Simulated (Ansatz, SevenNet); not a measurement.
For diamond-structure Ge, the machine-learned potential SevenNet-l3i5 (trained on PBE and PBE+U data) gives:

| Quantity | Result |
|---|---|
| equilibrium lattice constant a | 5.750 Å |
| zone-centre TO phonon frequency | 223 cm⁻¹ |

Q: What does PBE0 (Ansatz, a first-principles code, plane waves, PAW) give for the same quantities?

A: 
- lattice constant a: 5.678 Å (falls by 1.3 %)
- zone-centre TO phonon frequency: 305 cm⁻¹ (goes up by 37 %)

For comparison: lattice constant a 5.644 Å (measured, static lattice: zero-point anharmonic expansion removed; as tabulated in Mejia-Rodriguez and Trickey (2018), arXiv:1807.09216); zone-centre TO phonon frequency 304 cm⁻¹ (measured, low temperature, zero-point motion not removed; as tabulated in Tanner et al. (2021), arXiv:2110.11888).

Changes are worked out from the printed values.

Unless a cell is named, each level is at its own relaxed cell (SevenNet-l3i5 23.76, PBE0 22.88 Å³/atom).

Ansatz's density-functional and Hartree–Fock values are scalar-relativistic unless marked +SOC, with PAW data made under PBE.
